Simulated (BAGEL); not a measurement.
# singlet [Si2NH6]+ at 6 levels

Aim: a comparison of 6 runs (HF/STO-3G, HF/6-31G*, B3LYP/6-31G*, B3LYP/cc-pVDZ, PBE0/cc-pVDZ, RI-MP2/cc-pVDZ) of singlet [Si2NH6]+. 

The calculation is run with BAGEL 1.2.2.

3 further runs of the same task are left out: 1 that didn't finish, 2 set aside as unsound or not needed.

## 1. The structure to begin with

[Si2NH6]+: 9 atoms, total charge +1, spin state singlet. SMILES of the parent species: `[SiH3][N][SiH3]`. Geometry: relaxed at PBE0-D4/def2-TZVP. That shape belongs to the parent species and isn't relaxed for this state.

Bond lengths: Si1–N2 1.720 Å, N2–Si3 1.720 Å, Si1–H4 1.490 Å, Si1–H5 1.490 Å, Si1–H6 1.486 Å, Si3–H7 1.490 Å, Si3–H8 1.490 Å, Si3–H9 1.486 Å. Some angles: Si1–N2–Si3 137.8°, N2–Si1–H4 115.3°, N2–Si1–H5 105.5°, N2–Si1–H6 108.5°, N2–Si3–H7 105.6°, N2–Si3–H8 115.3°, N2–Si3–H9 108.4°, H4–Si1–H5 109.0°, H4–Si1–H6 108.9°, H5–Si1–H6 109.5°.

## 2. The energy at HF/STO-3G (density fitting with qzvpp-jkfit) (run 1)

The input, input.json:

```json
{ "bagel": [

{
  "title": "molecule",
  "basis": "sto-3g",
  "df_basis": "qzvpp-jkfit",
  "angstrom": true,
  "geometry": [
    { "atom": "Si", "xyz": [   -0.774000,    1.094500,   -0.884000 ] },
    { "atom": "N", "xyz": [    0.224400,    0.477800,    0.374000 ] },
    { "atom": "Si", "xyz": [    0.765200,   -1.055200,    0.937300 ] },
    { "atom": "H", "xyz": [   -1.664400,    0.094300,   -1.538200 ] },
    { "atom": "H", "xyz": [    0.163300,    1.647100,   -1.901700 ] },
    { "atom": "H", "xyz": [   -1.607900,    2.192700,   -0.329500 ] },
    { "atom": "H", "xyz": [    2.187500,   -1.161100,    0.507000 ] },
    { "atom": "H", "xyz": [    0.011800,   -2.229300,    0.412900 ] },
    { "atom": "H", "xyz": [    0.694200,   -1.060900,    2.422000 ] }
  ]
},
{
  "title": "hf",
  "charge": 1
},
{
  "title": "print",
  "file": "orbitals.molden",
  "orbitals": true
}

]}
```

Run with:

```sh
$ BAGEL_NUM_THREADS=1 BAGEL input.json > input.out
```

The log of the run:

```text
* using 1 threads per process

  ===============================================================
  ===============================================================

  *** Geometry ***

  { "atom" : "Si", "xyz" : [     -1.462648,      2.068305,     -1.670518 ] },
  { "atom" : "N", "xyz" : [      0.424055,      0.902911,      0.706758 ] },
  { "atom" : "Si", "xyz" : [      1.446018,     -1.994039,      1.771240 ] },
  { "atom" : "H", "xyz" : [     -3.145260,      0.178201,     -2.906777 ] },
  { "atom" : "H", "xyz" : [      0.308592,      3.112568,     -3.593692 ] },
  { "atom" : "H", "xyz" : [     -3.038491,      4.143602,     -0.622665 ] },
  { "atom" : "H", "xyz" : [      4.133776,     -2.194161,      0.958091 ] },
  { "atom" : "H", "xyz" : [      0.022299,     -4.212766,      0.780268 ] },
  { "atom" : "H", "xyz" : [      1.311848,     -2.004810,      4.576917 ] },

  Number of auxiliary basis functions:      441

  Since a DF basis is specified, we compute 2- and 3-index integrals:
    o Being stored without compression. Storage requirement is 0.003 GB

  Number of basis functions:       29
  Number of electrons      :       41

    * METHOD: MOLECULE                             0.11

  *** RHF ***

  === Nuclear Repulsion ===
   144.5781297472

      * DIIS with orbital gradients will be used.

  === RHF iteration (sto-3g) ===
      0       -628.07508819          0.01133623           0.01
      1       -628.12833047          0.00446510           0.01
      2       -628.13487106          0.00182648           0.01
      3       -628.13675131          0.00059036           0.01
      4       -628.13692975          0.00009904           0.01
      5       -628.13693503          0.00001393           0.01
      6       -628.13693517          0.00001044           0.01
      7       -628.13693532          0.00000941           0.01
      8       -628.13693565          0.00000723           0.01
      9       -628.13693610          0.00000164           0.01
     10       -628.13693612          0.00000053           0.01
     11       -628.13693612          0.00000027           0.01
     12       -628.13693612          0.00000012           0.01
     13       -628.13693612          0.00000005           0.01
     14       -628.13693612          0.00000002           0.01
     15       -628.13693612          0.00000001           0.01
     16       -628.13693612          0.00000001           0.01
     17       -628.13693612          0.00000001           0.01
     18       -628.13693612          0.00000001           0.01
    * SCF iteration converged.

    * Permanent dipole moment:
           (   -0.030947,     0.038227,     0.070079) a.u.

    * METHOD: HF                                   0.31

    * METHOD: PRINT                                0.00

  ===============================================================
```

Wall time 0.58 s (1 thread of Arm Neoverse V2, shared host); peak memory 0.081 GiB.

## 3. The energy at HF/6-31G(d) (density fitting with qzvpp-jkfit, spherical functions) (run 2)

The input, input.json:

```json
{ "bagel": [

{
  "title": "molecule",
  "basis": "6-31gs.json",
  "df_basis": "qzvpp-jkfit",
  "angstrom": true,
  "geometry": [
    { "atom": "Si", "xyz": [      -0.774000,       1.094500,      -0.884000 ] },
    { "atom": "N", "xyz": [       0.224400,       0.477800,       0.374000 ] },
    { "atom": "Si", "xyz": [       0.765200,      -1.055200,       0.937300 ] },
    { "atom": "H", "xyz": [      -1.664400,       0.094300,      -1.538200 ] },
    { "atom": "H", "xyz": [       0.163300,       1.647100,      -1.901700 ] },
    { "atom": "H", "xyz": [      -1.607900,       2.192700,      -0.329500 ] },
    { "atom": "H", "xyz": [       2.187500,      -1.161100,       0.507000 ] },
    { "atom": "H", "xyz": [       0.011800,      -2.229300,       0.412900 ] },
    { "atom": "H", "xyz": [       0.694200,      -1.060900,       2.422000 ] }
  ]
},

{
  "title": "hf",
  "charge": 1
},

{
  "title": "print",
  "file": "orbitals.molden",
  "orbitals": true
}

]}
```

The basis set 6-31G* is read from a file made from the Basis Set Exchange's data (not shown).

Run with:

```sh
$ BAGEL_NUM_THREADS=1 BAGEL input.json > input.out
```

The log of the run:

```text
* using 1 threads per process

  ===============================================================
  ===============================================================

  *** Geometry ***

  { "atom" : "Si", "xyz" : [     -1.462648,      2.068305,     -1.670518 ] },
  { "atom" : "N", "xyz" : [      0.424055,      0.902911,      0.706758 ] },
  { "atom" : "Si", "xyz" : [      1.446018,     -1.994039,      1.771240 ] },
  { "atom" : "H", "xyz" : [     -3.145260,      0.178201,     -2.906777 ] },
  { "atom" : "H", "xyz" : [      0.308592,      3.112568,     -3.593692 ] },
  { "atom" : "H", "xyz" : [     -3.038491,      4.143602,     -0.622665 ] },
  { "atom" : "H", "xyz" : [      4.133776,     -2.194161,      0.958091 ] },
  { "atom" : "H", "xyz" : [      0.022299,     -4.212766,      0.780268 ] },
  { "atom" : "H", "xyz" : [      1.311848,     -2.004810,      4.576917 ] },

  Number of auxiliary basis functions:      441

  Since a DF basis is specified, we compute 2- and 3-index integrals:
    o Being stored without compression. Storage requirement is 0.014 GB

  Number of basis functions:       62
  Number of electrons      :       41

    * METHOD: MOLECULE                             0.15

  *** RHF ***

  === Nuclear Repulsion ===
   144.5781297472

      * DIIS with orbital gradients will be used.

  === RHF iteration (6-31gs.json) ===
      0       -635.14329976          0.02224438           0.03
      1       -635.25686429          0.01692565           0.03
      2       -635.34155416          0.00360245           0.03
      3       -635.35312761          0.00130703           0.03
      4       -635.35485992          0.00033524           0.03
      5       -635.35495983          0.00005389           0.03
      6       -635.35496221          0.00003033           0.03
      7       -635.35496394          0.00002719           0.03
      8       -635.35496608          0.00002458           0.03
      9       -635.35497362          0.00001284           0.03
     10       -635.35497576          0.00000273           0.03
     11       -635.35497578          0.00000062           0.03
     12       -635.35497578          0.00000024           0.03
     13       -635.35497578          0.00000011           0.03
     14       -635.35497578          0.00000006           0.03
     15       -635.35497578          0.00000003           0.03
     16       -635.35497578          0.00000001           0.03
     17       -635.35497578          0.00000001           0.03
    * SCF iteration converged.

    * Permanent dipole moment:
           (   -0.091525,    -0.024212,     0.047560) a.u.

    * METHOD: HF                                   0.67

    * METHOD: PRINT                                0.01

  ===============================================================
```

Wall time 0.99 s (1 thread of Arm Neoverse V2, shared host); peak memory 0.085 GiB.

Runs 3 to 5 aren't shown in full; the table further down has their settings and results.

## 4. The energy at RI-MP2/cc-pVDZ (density fitting with qzvpp-jkfit) (run 6)

The input, job.json:

```json
{ "bagel" : [

{
  "title" : "molecule",
  "basis" : "cc-pvdz.json",
  "df_basis" : "qzvpp-jkfit",
  "angstrom" : true,
  "geometry" : [
    { "atom" : "Si", "xyz" : [   -0.774000,    1.094500,   -0.884000 ] },
    { "atom" : "N", "xyz" : [    0.224400,    0.477800,    0.374000 ] },
    { "atom" : "Si", "xyz" : [    0.765200,   -1.055200,    0.937300 ] },
    { "atom" : "H", "xyz" : [   -1.664400,    0.094300,   -1.538200 ] },
    { "atom" : "H", "xyz" : [    0.163300,    1.647100,   -1.901700 ] },
    { "atom" : "H", "xyz" : [   -1.607900,    2.192700,   -0.329500 ] },
    { "atom" : "H", "xyz" : [    2.187500,   -1.161100,    0.507000 ] },
    { "atom" : "H", "xyz" : [    0.011800,   -2.229300,    0.412900 ] },
    { "atom" : "H", "xyz" : [    0.694200,   -1.060900,    2.422000 ] }
  ]
},
{ "title" : "hf", "charge" : 1 },
{ "title" : "mp2", "charge" : 1, "ncore" : 11 }

]}
```

The basis set cc-pVDZ is read from a file made from the Basis Set Exchange's data (not shown).

Run with:

```sh
$ BAGEL_NUM_THREADS=1 BAGEL job.json > job.out
```

The log of the run:

```text
* using 1 threads per process

  ===============================================================
  ===============================================================

  *** Geometry ***

  { "atom" : "Si", "xyz" : [     -1.462648,      2.068305,     -1.670518 ] },
  { "atom" : "N", "xyz" : [      0.424055,      0.902911,      0.706758 ] },
  { "atom" : "Si", "xyz" : [      1.446018,     -1.994039,      1.771240 ] },
  { "atom" : "H", "xyz" : [     -3.145260,      0.178201,     -2.906777 ] },
  { "atom" : "H", "xyz" : [      0.308592,      3.112568,     -3.593692 ] },
  { "atom" : "H", "xyz" : [     -3.038491,      4.143602,     -0.622665 ] },
  { "atom" : "H", "xyz" : [      4.133776,     -2.194161,      0.958091 ] },
  { "atom" : "H", "xyz" : [      0.022299,     -4.212766,      0.780268 ] },
  { "atom" : "H", "xyz" : [      1.311848,     -2.004810,      4.576917 ] },

  Number of auxiliary basis functions:      441

  Since a DF basis is specified, we compute 2- and 3-index integrals:
    o Being stored without compression. Storage requirement is 0.023 GB

  Number of basis functions:       80
  Number of electrons      :       41

    * METHOD: MOLECULE                             0.16

  *** RHF ***

  === Nuclear Repulsion ===
   144.5781297472

      * DIIS with orbital gradients will be used.

  === RHF iteration (cc-pvdz.json) ===
      0       -635.18516053          0.01564414           0.04
      1       -635.28862576          0.01242915           0.04
      2       -635.37622377          0.00289271           0.04
      3       -635.38814218          0.00117424           0.04
      4       -635.38972638          0.00017867           0.05
      5       -635.38975399          0.00004471           0.04
      6       -635.38975609          0.00002334           0.04
      7       -635.38975743          0.00002095           0.04
      8       -635.38975910          0.00001902           0.04
      9       -635.38976516          0.00001061           0.04
     10       -635.38976733          0.00000297           0.04
     11       -635.38976736          0.00000076           0.04
     12       -635.38976736          0.00000027           0.04
     13       -635.38976736          0.00000006           0.04
     14       -635.38976736          0.00000002           0.04
     15       -635.38976736          0.00000001           0.04
    * SCF iteration converged.

    * Permanent dipole moment:
           (   -0.083139,    -0.010696,     0.056740) a.u.

    * METHOD: HF                                   0.82

  *** RHF ***

  === Nuclear Repulsion ===
   144.5781297472

      * DIIS with orbital gradients will be used.

  === RHF iteration (cc-pvdz.json) ===
      0       -635.38976736          0.00000001           0.04
    * SCF iteration converged.

    * Permanent dipole moment:
           (   -0.083139,    -0.010696,     0.056740) a.u.

  === DF-MP2 calculation ===

    * freezing 11 orbitals
    * 3-index integral transformation done
    * assembly done

      MP2 correlation energy:   -0.3286959999      0.02

      MP2 total energy:       -635.7184633636

    * METHOD: MP2                                  0.12

  ===============================================================
```

Wall time 1.3 s (1 thread of Arm Neoverse V2, shared host); peak memory 0.1 GiB.

## 5. The series

```tsv
run	level	frozen core orbitals	energy (Eh)	HOMO energy (eV)	LUMO energy (eV)	HOMO–LUMO gap (eV)	wall time
1	HF/STO-3G (density fitting with qzvpp-jkfit)	–	-628.136936	-16.46	-4.94	11.53	0.58 s
2	HF/6-31G* (density fitting with qzvpp-jkfit, spherical functions)	–	-635.354976	-18.00	-8.50	9.50	0.99 s
3	B3LYP/6-31G* (density fitting with qzvpp-jkfit, spherical functions)	–	-636.920383	-13.82	-12.32	1.50	11 s
4	B3LYP/cc-pVDZ (density fitting with qzvpp-jkfit)	–	-636.953222	-13.73	-12.24	1.49	11 s
5	PBE0/cc-pVDZ (density fitting with qzvpp-jkfit)	–	-636.587290	-13.96	-12.10	1.86	8.7 s
6	RI-MP2/cc-pVDZ (density fitting with qzvpp-jkfit)	11	-635.718463	–	–	–	1.3 s
```

## 6. Summary of results

| quantity | value |
| --- | --- |
| run 6: total energy | -635.71846 Eh |
| run 6: correlation energy (11 core orbitals frozen) | -328.7 mEh |

In words: Over runs 1, 2, 3, 4, 5 the HOMO–LUMO gap runs from 1.49 eV (B3LYP/cc-pVDZ) to 11.53 eV (HF/STO-3G). The two ends differ in method and basis. Totals of different functionals can't be ranked against each other. In run 1 the basis is minimal, so the values are rough. All runs together took 34 s, the longest 11 s.
